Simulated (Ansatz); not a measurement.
Input file:

```yaml
crystal:
  periodic: [false, false, false]
  atoms:
    - {symbol: P, position_ang: [0.001751, 0.002274, -0.069394]}
    - {symbol: H, position_ang: [1.190325, -0.014566, 0.741584]}
    - {symbol: H, position_ang: [-0.630487, 1.018495, 0.729511]}
    - {symbol: H, position_ang: [-0.613631, -1.073821, 0.661360]}
basis:
  gaussian: {orbitals: "6-31++G**"}
total_charge: -1
magnetization: {spin_polarized: false, initial_magnetization: 1}
correlation: {method: sc_nevpt2, electrons: outside_noble_gas, active_space: {window: {electrons: 3, orbitals: 3}, places: [1, 2]}}
accuracy: high
scf: {omitted_lower_state_checks: [cluster_reference]}
```

```sh
$ ansatz run in.yaml --threads 1 --pin off --events-out ev --progress --plain --max-ram 2393MiB
```

Problem. One thing in this input was set wrong on purpose, beside settings that are merely unusual. What is the gravest fault, and what does the program do?

Solution. Two definitions of the active space. How the run ends: refused.
```
Error: invalid value for `correlation.active_space`: name one of window, places and ras
```
